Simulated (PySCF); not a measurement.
Species: BFH4Si.
Bonds: F1–B2, B2–Si3. Hydrogens: H4 on B2; H5, H6, H7 on Si3.

Method: PBE0-D3(BJ)/def2-SVP geometry optimisation, gas phase (PySCF).

Q: Give the optimised bond lengths and angles.

A: 
| bond | length (bohr) | order |
| --- | --- | --- |
| F1–B2 | 2.495 | single |
| B2–Si3 | 3.848 | single |
| B2–H4 | 2.297 | single |
| Si3–H5, Si3–H6, Si3–H7 | 2.829 | single |

Bonds in one row agree within 0.02 bohr and their mean is given. Orders are formal, as drawn. A selection of angles:
| angle | degrees |
| --- | --- |
| F1–B2–Si3 | 120.7 |
| F1–B2–H4 | 116.4 |
| Si3–B2–H4 | 122.9 |
| B2–Si3–H5 | 109.3 |
| B2–Si3–H6 | 113.2 |
| H5–Si3–H6 | 108.9 |
| H5–Si3–H7 | 107.4 |

Si3 (SiH3 silicon) is distorted tetrahedral (angles from 107.4° to 113.2°). B2 (three-coordinate boron) is planar (angles 122.9°, 120.7° and 116.4°, sum 360.0°, 0.00 Å off the plane of its three neighbours).

Point group: Cs (every atom within 0.08 Å of its image). Whether it is a minimum is left open (no frequencies).
